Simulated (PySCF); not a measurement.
## C4H3N: core ionisation energies

Species: C₄H₃N.
Structure used (PBE0-D3(BJ)/def2-SVP), in Å, numbered top down from 1:
```
atom  x, y, z in Å
C1    -1.5096    0.1459   -0.1079
C2    -0.0750    0.0071    0.0151
C3     1.1312   -0.1087    0.1132
C4     2.4942   -0.2410    0.2293
N5     3.6473   -0.3535    0.3294
H6    -1.8069    1.2030   -0.0277
H7    -1.8554   -0.2357   -1.0810
H8    -2.0257   -0.4170    0.6851
```

Method used: PySCF, delta-SCF UKS SCAN, pcX-2 on the ionised atom, pcseg-1 elsewhere, spin-free X2C. Vertical ΔSCF values, vacuum level as zero.

**Question.** What binding energy does each computed site have?

**Answer.** 
```tsv
atom(s)	environment	level	binding energy (eV)	above the level's lowest (eV)	count
C3	alkyne carbon	C 1s	291.75	0.00	1
C2	alkyne carbon	C 1s	291.77	+0.02	1
C1	propargylic carbon	C 1s	292.51	+0.76	1
C4	nitrile carbon	C 1s	292.71	+0.96	1
N5	nitrile nitrogen	N 1s	404.96	0.00	1
```

The listed C 1s values span 0.96 eV, from C3 (bonded to C (triple bond) and C) to C4 (bonded to N (triple bond) and C). Summing the Pauling electronegativity differences to the bonded atoms, each weighted by its formal bond order, gives 0.00 for the lowest site and +1.47 for the highest; no listed site has a larger sum than the highest. The smallest sum, -1.05, belongs to C1, 0.76 eV above the lowest. The values 291.75 and 291.77 eV lie too close for their order to be trusted.

**Question.** Express the binding energy of N 1s of N5 in atomic units and per mole.

**Answer.** 404.96 eV = 14.8820 Eh = 39073 kJ/mol.

The unrestricted hole states depart most from a pure doublet (⟨S²⟩ = 0.75; over 0.85 named) for C 1s of C2 (0.92), C 1s of C3 (0.85) and C 1s of C4 (0.88), which makes these values less certain. Isolated species at its PBE0-D3(BJ)/def2-SVP geometry, gas phase.
